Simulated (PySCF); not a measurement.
Compound: C5H7 (charge +1).
Bonds: C1–C2, C2–C3, C3–C4 (double), C4–C5, C3–C5. Hydrogens: H6, H7, H8 on C1; H9, H10 on C2; H11 on C4; H12 on C5.

The geometry is computed with GFN2-xTB (gas phase).

Problem. Give the optimised bond lengths and angles.

Solution. 
```csv
bond,length (Å),order
C1–C2,1.525,single
C2–C3,1.429,single
"C3–C4, C3–C5",1.396,aromatic
C4–C5,1.362,aromatic
"C1–H6, C1–H7, C1–H8",1.086,single
"C2–H9, C2–H10",1.100,single
"C4–H11, C5–H12",1.068,single
```

Bonds in one row agree within 0.01 Å and their mean is given. Orders are formal, as drawn. A selection of angles:
```csv
angle,degrees
C2–C1–H6,109.6
C2–C1–H7,111.1
H6–C1–H7,108.1
H7–C1–H8,108.8
C1–C2–C3,114.6
C1–C2–H9,111.3
C3–C2–H9,107.8
H9–C2–H10,103.6
C2–C3–C4,149.9
C2–C3–C5,151.7
C4–C3–C5,58.4
C3–C4–C5,60.8
C3–C4–H11,150.2
C5–C4–H11,149.0
```

Dihedral angles: C1–C2–C3–C4 0° (synperiplanar).

C4 (unsaturated ring CH carbon) has angles 150.2°, 149.0° and 60.8°, sum 360.0°, 0.00 Å off the plane of its three neighbours. C3 (unsaturated ring carbon) has angles 151.7°, 149.9° and 58.4°, sum 360.0°, 0.00 Å off the plane of its three neighbours. The 5 heavy atoms lie in one plane (0.000 Å rms). The C–C distances run from 1.362 Å (C4–C5, drawn aromatic) to 1.525 Å (C1–C2, drawn single), a spread of 0.163 Å. The 3-membered ring C3–C4–C5 has internal angles of 58.4° to 60.8°.

Point group: Cs (every atom within 0.08 Å of its image). No GFN2-xTB frequencies stand behind this structure, so it isn't proved a minimum.

One conformer stands for the species.
